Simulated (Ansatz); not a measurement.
# BH₃S: vertical ionisation energy

An exercise on one series of results from a longer session: the logs are not shown, and one member is left open.

Computed with Ansatz 0.2.0, Gaussian basis. Level: unrestricted cation, the program's frozen cores in correlated methods.

Levels to be run: UKS PBE-D4/def2-TZVPP; UKS r2SCAN-D4/def2-TZVPP; UKS PBE0-D4/def2-TZVPP; UKS B3LYP-D4/def2-TZVPP; UKS wB97X-V/def2-TZVPP; UKS wB97M-V/def2-TZVPP; UKS B2PLYP/def2-TZVPP; UHF-CCSD(T)/def2-TZVPP; UHF-CCSD(T)/def2-QZVPP; extrapolation to the limit; then −ε(HOMO) from the neutral's earlier runs with LDA (SPW92), PBE-D4, revPBE-D4, BLYP-D4, r2SCAN-D4, B97M-V, PBE0-D4, B3LYP-D4, r2SCANh-D4, r2SCAN0-D4, HSE06-D4, BHLYP-D4, CAM-B3LYP-D4, LC-ωPBE, ωB97X-V, ωB97M-V.

## The geometry

An earlier PBE0-D4 in a triple-zeta def2 set relaxation fixed the geometry.

SMILES `BS`, 5 atoms, charge 0, spin multiplicity 1.

Atoms are counted from 1 here; the program's logs count them from 0.

Bond lengths: B1–S2 1.765 Å, B1–H3 1.192 Å, B1–H4 1.190 Å, S2–H5 1.344 Å. Angles: S2–B1–H3 115.8°, S2–B1–H4 121.4°, H3–B1–H4 122.7°, B1–S2–H5 99.2°.

Set-up of the first run:

Contents of in.yaml:

```yaml
crystal:
  periodic: [false, false, false]
  atoms:
    - {symbol: B, position_ang: [-0.392094, -0.421012, 0.088133]}
    - {symbol: S, position_ang: [0.161655, 1.236922, -0.154268]}
    - {symbol: H, position_ang: [-1.562860, -0.556387, 0.264240]}
    - {symbol: H, position_ang: [0.367105, -1.337626, 0.074199]}
    - {symbol: H, position_ang: [1.476094, 1.004404, -0.313604]}
basis:
  gaussian: {orbitals: def2-TZVPP}
total_charge: 1
magnetization: {spin_polarized: true, initial_magnetization: 1}
hamiltonian: {xc: pbe, dispersion: d4}
```

Steps of the session up to this table: Cation, UKS PBE-D4/def2-TZVPP; Cation, UKS r2SCAN-D4/def2-TZVPP; Cation, UKS PBE0-D4/def2-TZVPP; Cation, UKS B3LYP-D4/def2-TZVPP; Cation, UKS wB97X-V/def2-TZVPP; Cation, UKS wB97M-V/def2-TZVPP; Cation, UKS B2PLYP (frozen core)/def2-TZVPP; Cation, UHF-CCSD(T)/def2-TZVPP; Cation, UHF-CCSD(T)/def2-QZVPP.

One of the session's tables, all rows but one given; the rest of the session is left out.

It belongs to the step «Ionisation energies side by side». For comparison, −ε(HOMO) of the neutral from earlier runs:

| functional | −ε(HOMO) (eV) |
| --- | --- |
| LDA (SPW92) | 7.50 |
| PBE-D4 | 7.35 |
| revPBE-D4 | 7.29 |
| BLYP-D4 | 7.15 |
| r2SCAN-D4 | 7.58 |
| B97M-V | 7.64 |
| PBE0-D4 | 8.48 |
| B3LYP-D4 | 8.22 |
| r2SCANh-D4 | 8.00 |
| r2SCAN0-D4 | 8.64 |
| HSE06-D4 | 8.08 |
| BHLYP-D4 | 9.44 |
| CAM-B3LYP-D4 | 9.77 |
| LC-ωPBE | ? |
| ωB97X-V | 10.81 |
| ωB97M-V | 10.67 |

**Question.** Estimate the row for LC-ωPBE.

As computed: −ε(HOMO) (eV): 11.20. In the column «−ε(HOMO) (eV)» it is the highest.
